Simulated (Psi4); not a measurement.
Reaction (SMILES): OO (H2O2) → [O-]O + H+
B3LYP-D3(BJ)/def2-TZVP geometries, fixed; electronic energies without zero-point terms.

Basis-set convergence of the deprotonation energy at PBE with Psi4. Cartesian d functions, on some or all atoms, in 6-31G*, 6-31+G*; all else is spherical. Density fitting with the program's default auxiliary sets. Psi4's default fitting sets serve the pcseg sets less well. No added dispersion term, no relativity. Functions are those of the species that has most. Reference: the value in aug-cc-pVQZ, 380.36 kcal/mol, itself unsure by roughly 0.20 kcal/mol (its distance from def2-QZVPPD). Deviations are taken from unrounded values.

| basis | functions | deprotonation energy (kcal/mol) |
|---|---|---|
| 6-31G* | 34 | 407.50 |
| 6-31+G* | 42 | 376.53 |
| cc-pVDZ | 38 | 411.03 |
| aug-cc-pVDZ | 64 | 378.69 |
| def2-SVP | 38 | 410.41 |
| def2-SVPD | 62 | 378.46 |
| pcseg-1 | 38 | 397.36 |
| aug-pcseg-1 | 64 | 377.02 |
| 6-311G** | 48 | 403.36 |
| 6-311+G** | 56 | 379.96 |
| def2-TZVP | 74 | 390.07 |
| def2-TZVPD | 98 | 379.40 |
| cc-pVTZ | 88 | 397.80 |
| aug-cc-pVTZ | 138 | 380.06 |
| pcseg-2 | 88 | 386.48 |
| aug-pcseg-2 | 138 | 379.85 |
| def2-TZVPP | 90 | 390.87 |
| def2-TZVPPD | 114 | 380.10 |
| cc-pVQZ | 170 | 391.47 |
| aug-cc-pVQZ | 252 | 380.36 |
| def2-QZVPP | 174 | 385.60 |
| def2-QZVPPD | 198 | 380.15 |
| pcseg-3 | 186 | 381.97 |
| aug-pcseg-3 | 268 | 379.95 |

What the diffuse functions change, pair by pair:
- 6-31G* to 6-31+G*: 8 more functions, deviation 27.14 to -3.82 kcal/mol
- cc-pVDZ to aug-cc-pVDZ: 26 more functions, deviation 30.67 to -1.67 kcal/mol
- def2-SVP to def2-SVPD: 24 more functions, deviation 30.05 to -1.90 kcal/mol
- pcseg-1 to aug-pcseg-1: 26 more functions, deviation 17.00 to -3.33 kcal/mol
- 6-311G** to 6-311+G**: 8 more functions, deviation 23.01 to -0.40 kcal/mol
- def2-TZVP to def2-TZVPD: 24 more functions, deviation 9.72 to -0.96 kcal/mol
- cc-pVTZ to aug-cc-pVTZ: 50 more functions, deviation 17.45 to -0.30 kcal/mol
- pcseg-2 to aug-pcseg-2: 50 more functions, deviation 6.12 to -0.51 kcal/mol
- def2-TZVPP to def2-TZVPPD: 24 more functions, deviation 10.52 to -0.26 kcal/mol
- cc-pVQZ to aug-cc-pVQZ: 82 more functions, deviation 11.11 to 0.00 kcal/mol
- def2-QZVPP to def2-QZVPPD: 24 more functions, deviation 5.24 to -0.20 kcal/mol
- pcseg-3 to aug-pcseg-3: 82 more functions, deviation 1.62 to -0.41 kcal/mol

Leaving out the reference's own pair, they bring the value nearer the reference by more than 0.20 kcal/mol in 11 of 11 pairs.
